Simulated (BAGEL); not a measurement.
**CH8NSi+ (SMILES C[NH2+][SiH3]) at HF/STO-3G (density fitting with qzvpp-jkfit)**

Aim: the vertical singlet–triplet gap of CH8NSi+ at HF/STO-3G (density fitting with qzvpp-jkfit), from 2 runs. 

The calculation is run with BAGEL 1.2.2.

3 further runs of the same task are left out: 1 that didn't finish, 2 set aside as unsound or not needed.

### 1 The system as given

CH8NSi+ has 11 atoms, charge +1, and is taken as a singlet. As SMILES, `C[NH2+][SiH3]`. The coordinates come from a GFN2-xTB relaxation.

Bond lengths: C1–N2 1.477 Å, N2–Si3 1.922 Å, C1–H4 1.089 Å, C1–H5 1.087 Å, C1–H6 1.087 Å, N2–H7 1.023 Å, N2–H8 1.023 Å, Si3–H9 1.456 Å, Si3–H10 1.456 Å, Si3–H11 1.456 Å. Some angles: C1–N2–Si3 114.5°, C1–N2–H7 108.3°, C1–N2–H8 108.3°, Si3–N2–H7 109.9°, Si3–N2–H8 109.8°, N2–C1–H4 111.2°, N2–C1–H5 109.7°, N2–C1–H6 109.7°, N2–Si3–H9 99.8°, N2–Si3–H10 100.6°.

### 2 A single-point energy at HF/STO-3G (density fitting with qzvpp-jkfit)

Input file input.json:

```json
{ "bagel" : [

{
  "title" : "molecule",
  "basis" : "sto-3g",
  "df_basis" : "qzvpp-jkfit",
  "angstrom" : true,
  "geometry" : [
    { "atom" : "C", "xyz" : [    1.341980,    0.182730,   -0.100950 ] },
    { "atom" : "N", "xyz" : [    0.121750,   -0.300820,    0.575810 ] },
    { "atom" : "Si", "xyz" : [   -1.510490,    0.059300,   -0.373650 ] },
    { "atom" : "H", "xyz" : [    2.232460,   -0.047670,    0.481760 ] },
    { "atom" : "H", "xyz" : [    1.431870,   -0.288850,   -1.076320 ] },
    { "atom" : "H", "xyz" : [    1.283370,    1.259400,   -0.237710 ] },
    { "atom" : "H", "xyz" : [    0.082650,    0.120440,    1.506990 ] },
    { "atom" : "H", "xyz" : [    0.217210,   -1.307590,    0.729890 ] },
    { "atom" : "H", "xyz" : [   -2.468530,   -0.542200,    0.543280 ] },
    { "atom" : "H", "xyz" : [   -1.473520,    1.514000,   -0.428550 ] },
    { "atom" : "H", "xyz" : [   -1.258750,   -0.648730,   -1.620530 ] }
  ]
},
{ "title" : "hf", "charge" : 1 },
{ "title" : "print", "file" : "orbitals.molden", "orbitals" : true }

]}
```

The run is started by

```
$ BAGEL_NUM_THREADS=1 BAGEL input.json > input.out
```

Output:

```text
* using 1 threads per process

  ===============================================================
  ===============================================================

  *** Geometry ***

  { "atom" : "C", "xyz" : [      2.535975,      0.345310,     -0.190768 ] },
  { "atom" : "N", "xyz" : [      0.230074,     -0.568467,      1.088123 ] },
  { "atom" : "Si", "xyz" : [     -2.854412,      0.112061,     -0.706096 ] },
  { "atom" : "H", "xyz" : [      4.218738,     -0.090083,      0.910394 ] },
  { "atom" : "H", "xyz" : [      2.705842,     -0.545847,     -2.033950 ] },
  { "atom" : "H", "xyz" : [      2.425218,      2.379921,     -0.449207 ] },
  { "atom" : "H", "xyz" : [      0.156186,      0.227599,      2.847798 ] },
  { "atom" : "H", "xyz" : [      0.410467,     -2.470987,      1.379292 ] },
  { "atom" : "H", "xyz" : [     -4.664846,     -1.024610,      1.026650 ] },
  { "atom" : "H", "xyz" : [     -2.784549,      2.861045,     -0.809842 ] },
  { "atom" : "H", "xyz" : [     -2.378693,     -1.225922,     -3.062358 ] },

  Number of auxiliary basis functions:      424

  Since a DF basis is specified, we compute 2- and 3-index integrals:
    o Being stored without compression. Storage requirement is 0.002 GB

  Number of basis functions:       27
  Number of electrons      :       35

    * METHOD: MOLECULE                             0.19

  *** RHF ***

  === Nuclear Repulsion ===
   122.5147837806

      * DIIS with orbital gradients will be used.

  === RHF iteration (sto-3g) ===
      0       -381.24463557          0.01182480           0.02
      1       -381.28254065          0.00327398           0.02
      2       -381.28487806          0.00074351           0.02
      3       -381.28505160          0.00012817           0.02
      4       -381.28505577          0.00001763           0.02
      5       -381.28505586          0.00000365           0.02
      6       -381.28505587          0.00000055           0.02
      7       -381.28505587          0.00000011           0.02
      8       -381.28505587          0.00000002           0.02
      9       -381.28505587          0.00000001           0.02
    * SCF iteration converged.

    * Permanent dipole moment:
           (   -0.127270,     0.290275,    -0.555574) a.u.

    * METHOD: HF                                   0.29

    * METHOD: PRINT                                0.00

  ===============================================================
```

Wall time 0.68 s (1 thread of Intel Xeon Platinum 8375C at 2.90GHz (Ice Lake), shared host); peak memory 0.08 GiB.

### 3 The triplet at the same level

Input file input.json:

```json
{ "bagel": [

{
  "title": "molecule",
  "basis": "sto-3g",
  "df_basis": "qzvpp-jkfit",
  "angstrom": true,
  "geometry": [
    { "atom": "C", "xyz": [    1.341980,    0.182730,   -0.100950 ] },
    { "atom": "N", "xyz": [    0.121750,   -0.300820,    0.575810 ] },
    { "atom": "Si", "xyz": [   -1.510490,    0.059300,   -0.373650 ] },
    { "atom": "H", "xyz": [    2.232460,   -0.047670,    0.481760 ] },
    { "atom": "H", "xyz": [    1.431870,   -0.288850,   -1.076320 ] },
    { "atom": "H", "xyz": [    1.283370,    1.259400,   -0.237710 ] },
    { "atom": "H", "xyz": [    0.082650,    0.120440,    1.506990 ] },
    { "atom": "H", "xyz": [    0.217210,   -1.307590,    0.729890 ] },
    { "atom": "H", "xyz": [   -2.468530,   -0.542200,    0.543280 ] },
    { "atom": "H", "xyz": [   -1.473520,    1.514000,   -0.428550 ] },
    { "atom": "H", "xyz": [   -1.258750,   -0.648730,   -1.620530 ] }
  ]
},
{
  "title": "uhf",
  "charge": 1,
  "nopen": 2
},
{
  "title": "print",
  "file": "orbitals.molden",
  "orbitals": true
}

]}
```

The run is started by

```
$ BAGEL_NUM_THREADS=1 BAGEL input.json > input.out
```

Output:

```text
* using 1 threads per process

  ===============================================================
  ===============================================================

  *** Geometry ***

  { "atom" : "C", "xyz" : [      2.535975,      0.345310,     -0.190768 ] },
  { "atom" : "N", "xyz" : [      0.230074,     -0.568467,      1.088123 ] },
  { "atom" : "Si", "xyz" : [     -2.854412,      0.112061,     -0.706096 ] },
  { "atom" : "H", "xyz" : [      4.218738,     -0.090083,      0.910394 ] },
  { "atom" : "H", "xyz" : [      2.705842,     -0.545847,     -2.033950 ] },
  { "atom" : "H", "xyz" : [      2.425218,      2.379921,     -0.449207 ] },
  { "atom" : "H", "xyz" : [      0.156186,      0.227599,      2.847798 ] },
  { "atom" : "H", "xyz" : [      0.410467,     -2.470987,      1.379292 ] },
  { "atom" : "H", "xyz" : [     -4.664846,     -1.024610,      1.026650 ] },
  { "atom" : "H", "xyz" : [     -2.784549,      2.861045,     -0.809842 ] },
  { "atom" : "H", "xyz" : [     -2.378693,     -1.225922,     -3.062358 ] },

  Number of auxiliary basis functions:      424

  Since a DF basis is specified, we compute 2- and 3-index integrals:
    o Being stored without compression. Storage requirement is 0.002 GB

  Number of basis functions:       27
  Number of electrons      :       35

    * METHOD: MOLECULE                             0.19

  *** Open-shell HF ***

  === Nuclear Repulsion ===
   122.5147837806

      * DIIS with orbital gradients will be used.

  === UHF iteration (sto-3g) ===
      0       -380.69984146          0.03201454           0.03
      1       -380.80485699          0.01341773           0.04
      2       -380.82733061          0.00602499           0.03
      3       -380.83445396          0.00372737           0.04
      4       -380.84056925          0.00128430           0.04
      5       -380.84128132          0.00077486           0.04
      6       -380.84162936          0.00055230           0.04
      7       -380.84186823          0.00044720           0.04
      8       -380.84213847          0.00033477           0.04
      9       -380.84237325          0.00014248           0.04
     10       -380.84240051          0.00004600           0.04
     11       -380.84240172          0.00002618           0.04
     12       -380.84240213          0.00001685           0.04
     13       -380.84240225          0.00000851           0.04
     14       -380.84240230          0.00000275           0.04
     15       -380.84240230          0.00000169           0.03
     16       -380.84240230          0.00000114           0.03
     17       -380.84240231          0.00000061           0.03
     18       -380.84240231          0.00000029           0.03
     19       -380.84240231          0.00000013           0.04
     20       -380.84240231          0.00000006           0.03
     21       -380.84240231          0.00000004           0.04
     22       -380.84240231          0.00000002           0.04
     23       -380.84240231          0.00000002           0.04
     24       -380.84240231          0.00000001           0.03
     25       -380.84240231          0.00000001           0.03
    * SCF iteration converged.

    * S^2 (UHF) is 2.0160

    * Permanent dipole moment:
           (   -1.692291,     0.537249,    -1.287366) a.u.

    * METHOD: UHF                                  1.04

    * METHOD: PRINT                                0.00

  ===============================================================
```

Run time: 1.4 s. Hardware: 1 thread of Intel Xeon Platinum 8375C at 2.90GHz (Ice Lake), shared host; peak memory 0.08 GiB.

### 4 Results

Level: HF/STO-3G (density fitting with qzvpp-jkfit).

| quantity | value |
| --- | --- |
| singlet: total energy | -381.28506 Eh |
| singlet: HOMO energy | -17.94 eV |
| singlet: LUMO energy | 3.95 eV |
| singlet: HOMO–LUMO gap | 21.88 eV |
| triplet: total energy | -380.84240 Eh |
| triplet: ⟨S²⟩ | 2.016 |
| vertical energy of the triplet above the singlet | 12.045 eV |

In words: At this shape the triplet lies 12.05 eV (278 kcal/mol) above the singlet. In a minimal basis such a difference can be off by several eV, whatever the method.
